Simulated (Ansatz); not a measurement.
# C3H4ClF: the cost of one run

Program: Ansatz 0.2.0, driven from Python. Level of theory: B3LYP+D4/def2-SVP. These are calculated values, not measurements.

## 1. The system

Bond lengths: F1–C2 1.383 Å, C2–C3 1.518 Å, C2–C4 1.517 Å, C3–C4 1.521 Å, C4–Cl5 1.784 Å, C2–H6 1.111 Å, C3–H7 1.111 Å, C3–H8 1.111 Å, C4–H9 1.111 Å. Angles (14 of 18 angles, heavy atoms first): F1–C2–C3 113.2°, F1–C2–C4 113.5°, C3–C2–C4 60.1°, C2–C3–C4 59.9°, C2–C4–C3 60.0°, C2–C4–Cl5 113.7°, C3–C4–Cl5 113.9°, F1–C2–H6 120.8°, C3–C2–H6 116.3°, C4–C2–H6 118.1°, C2–C3–H7 114.5°, C2–C3–H8 114.0°, C4–C3–H7 114.4°, C4–C3–H8 115.5°.

The script holds or builds the structure itself.

## 2. The script

File bde.py:

```python
import ansatz


def total_energy(molecule, charge=0, unpaired=0):
    calc = (
        molecule.calculation()
        .basis(gaussian='def2-SVP')
        .functional('b3lyp', dispersion='d4')
    )
    if charge:
        calc = calc.charge(charge)
    if unpaired:
        calc = calc.spin('collinear', total=unpaired)
    report = calc.run(threads=1).report
    if report['published_state_doubts']:
        print('  doubts:', report['published_state_doubts'])
    return report['free_energy_ev']

def without(molecule, index):
    rest = ansatz.Crystal.molecule()
    for i, site in enumerate(molecule.cartesian_sites):
        if i != index:
            rest = rest.atom(site.symbol, site.position_ang)
    return rest

geometry_ang = [
    ('F', (-0.3656, 1.8547, 0.5534)),
    ('C', (-0.0558, 0.8175, -0.3079)),
    ('C', (-0.7611, -0.4811, 0.04)),
    ('C', (0.7171, -0.3085, 0.3527)),
    ('Cl', (1.7975, -1.1864, -0.7622)),
    ('H', (0.1198, 1.0082, -1.388)),
    ('H', (-1.4273, -0.4205, 0.9266)),
    ('H', (-0.9931, -1.1186, -0.8396)),
    ('H', (0.9686, -0.1654, 1.425)),
]
mol = ansatz.Crystal.molecule()
for symbol, xyz in geometry_ang:
    mol = mol.atom(symbol, xyz)

whole = total_energy(mol, 0)
hydrogen = total_energy(ansatz.Crystal.molecule().atom('H', (0, 0, 0)), 0, 1)
print(f'E(molecule) = {whole:.5f} eV, E(H) = {hydrogen:.5f} eV')
for index in [5, 7, 8]:
    radical = total_energy(without(mol, index), 0, 1)
    print(f'H{index}: homolysis {96.485332 * (radical + hydrogen - whole):.1f} kJ/mol')
    anion = total_energy(without(mol, index), -1)
    print(f'H{index}: loss of a proton {96.485332 * (anion - whole):.1f} kJ/mol')
```

## 3. The calls as engine input

The engine receives this input (first run):

```yaml
crystal:
  periodic: [false, false, false]
  atoms:
    - { symbol: F, position_ang: [-0.3656, 1.8547, 0.5534] }
    - { symbol: C, position_ang: [-0.0558, 0.8175, -0.3079] }
    - { symbol: C, position_ang: [-0.7611, -0.4811, 0.04] }
    - { symbol: C, position_ang: [0.7171, -0.3085, 0.3527] }
    - { symbol: Cl, position_ang: [1.7975, -1.1864, -0.7622] }
    - { symbol: H, position_ang: [0.1198, 1.0082, -1.388] }
    - { symbol: H, position_ang: [-1.4273, -0.4205, 0.9266] }
    - { symbol: H, position_ang: [-0.9931, -1.1186, -0.8396] }
    - { symbol: H, position_ang: [0.9686, -0.1654, 1.425] }
basis:
  gaussian:
    orbitals: def2-SVP
hamiltonian:
  xc: b3lyp
  dispersion: d4
```

## 4. Launch

Command:

```sh
python bde.py
```

Q: Estimate wall time and peak memory on 1 thread of Arm Neoverse V2, shared host.

About 22 s, with a peak of 0.29 GiB.
